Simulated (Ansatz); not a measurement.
# Several solutions for singlet NH

```yaml
atoms:
  - { symbol: N, position_ang: [0.0000, 0.0000, 0.0000] }
  - { symbol: H, position_ang: [0.0000, 0.0000, 1.4560] }
```

Basis set: 6-31G (spherical functions). Charge 0, multiplicity 1.

PBE0 (unrestricted) was run from several starts with Ansatz (development build ahead of 0.2.0).

```
run  program                        start  converged  energy (hartree)  <S²>
  A   Ansatz      stability test followed        yes         -55.06754  1.00
  B   Ansatz      atomic start, no search        yes         -55.00011  0.00
  C   Ansatz  search for the lowest state        yes         -55.06754  1.00
```

Which runs reached the lowest solution of this kind, and what is wrong with the others?

A, C reached the lowest solution found. Converged but too high: B by 1.83 eV. Convergence only shows a stationary point, and even a stable one can lie too high; stability tests and further starts are what find lower ones. Caution: another spin multiplicity may lie lower. Caution: the unrestricted determinant is a mixture of spin states.
